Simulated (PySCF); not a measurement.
Compound: C4H5O2 (charge -1).
SMILES with atom numbers: `[O:1]=[C:2]([O-:3])[CH:4]1[CH2:5][CH2:6]1` (hydrogens: H7 on C4; H8, H9 on C5; H10, H11 on C6)

Computed, not measured: PySCF, PBE0-D3(BJ)/def2-SVP geometry optimisation, gas phase.

Give the optimised bond lengths and angles.

```csv
bond,length (bohr),order
O1=C2,2.363,double
C2–O3,2.350,single
C2–C4,2.925,single
"C4–C5, C4–C6",2.841,single
C5–C6,2.826,single
C4–H7,2.070,single
"C5–H8, C6–H10",2.071,single
"C5–H9, C6–H11",2.068,single
```

Bonds in one row agree within 0.02 bohr and their mean is given. Orders are formal, as drawn. A selection of angles:
```csv
angle,degrees
O1–C2–O3,129.8
O1–C2–C4,114.8
O3–C2–C4,115.4
C2–C4–C5,117.4
C2–C4–H7,115.0
C5–C4–C6,59.6
C5–C4–H7,118.0
C4–C5–C6,60.2
C4–C5–H8,119.3
C4–C5–H9,114.4
C6–C5–H8,118.7
C6–C5–H9,116.3
H8–C5–H9,116.3
```

Torsions: O1–C2–C4–C5 36° (synclinal); C2–C4–C5–C6 -108° (anticlinal); C2–C4–C6–C5 107° (anticlinal).

The 3-membered ring C4–C5–C6 has internal angles of 59.6° to 60.2°. C2 (carboxylate carbon) is planar (angles 129.8°, 115.4° and 114.8°, sum 360.0°, 0.00 Å off the plane of its three neighbours). The C–C distances run from 1.495 Å (C5–C6, drawn single) to 1.548 Å (C2–C4, drawn single), a spread of 0.053 Å. Of the pairs four or more bonds apart, O1···H11 is among the closest relative to their van der Waals radii: 2.51 Å, 92 % of the sum of Bondi's values.

Not checked by PBE0-D3(BJ)/def2-SVP frequencies. The geometry's basis has no diffuse functions, a weakness for an anion.

One conformer stands for the species.
